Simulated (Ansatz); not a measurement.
**Match the barriers**

Saddle point of SiH$_{7}$OF, singlet (SiH₄ + H₂O + HF → SiH₄O ([OH][SiH3]) + HF + H₂; bonds formed: Si1–O7, H2–H8, H6–F9; bonds broken: Si1–H2, H6–O7, H8–F9), PBE0-D4/def2-TZVP structure:

```json
{"atom": "Si1", "x (Å)": "-0.9223", "y (Å)": "0.2856", "z (Å)": "0.3432"}
{"atom": "H2", "x (Å)": "0.0054", "y (Å)": "-1.1248", "z (Å)": "0.7111"}
{"atom": "H3", "x (Å)": "-1.8678", "y (Å)": "-0.6230", "z (Å)": "-0.3548"}
{"atom": "H4", "x (Å)": "-1.4049", "y (Å)": "1.6403", "z (Å)": "-0.1357"}
{"atom": "H5", "x (Å)": "-1.0945", "y (Å)": "0.4098", "z (Å)": "1.8122"}
{"atom": "H6", "x (Å)": "1.3366", "y (Å)": "-0.0715", "z (Å)": "-0.6069"}
{"atom": "O7", "x (Å)": "0.6738", "y (Å)": "0.7346", "z (Å)": "-0.4264"}
{"atom": "H8", "x (Å)": "0.8556", "y (Å)": "-1.3753", "z (Å)": "0.1912"}
{"atom": "F9", "x (Å)": "1.7692", "y (Å)": "-1.3267", "z (Å)": "-0.4662"}
{"atom": "H10", "x (Å)": "0.6489", "y (Å)": "1.4512", "z (Å)": "-1.0678"}
```

Program: Ansatz 0.2.0. Basis: def2-TZVPP, with def2-QZVPP for the basis limit. Cores are frozen in the correlated methods. Extrapolation: Hartree–Fock as exp(−7.88 √X), correlation as X^−2.97. Four methods, as single points on the PBE0-D4 structures, gave these electronic barriers from the start structure: 0.595, 1.300, 1.615, 2.278 eV.

Problem. The methods were, in alphabetical order, BHLYP-D4, HF, PBE0-D4, SPW92. Which gave which? (A judgement: the text doesn't fix the answer.)

Solution. By the calculation: SPW92 0.595; PBE0-D4 1.300; BHLYP-D4 1.615; HF 2.278 eV. For comparison, CCSD(T) at an estimated basis limit (MP2 extrapolated from triple and quadruple zeta, plus CCSD(T) − MP2 in triple zeta) gives 1.555 eV.

No T1 diagnostic of these runs exceeds 0.012.

Labels in which every atom is bracketed show which atoms are joined, not bond orders.

For scale, one of the runs: CCSD(T)/def2-TZVPP, 202 basis functions (an equivalent command: `ansatz run in.yaml --threads 4`). Hardware: 4 CPU threads, shared host. Wall time 44 s; peak host memory 2.5 GiB.
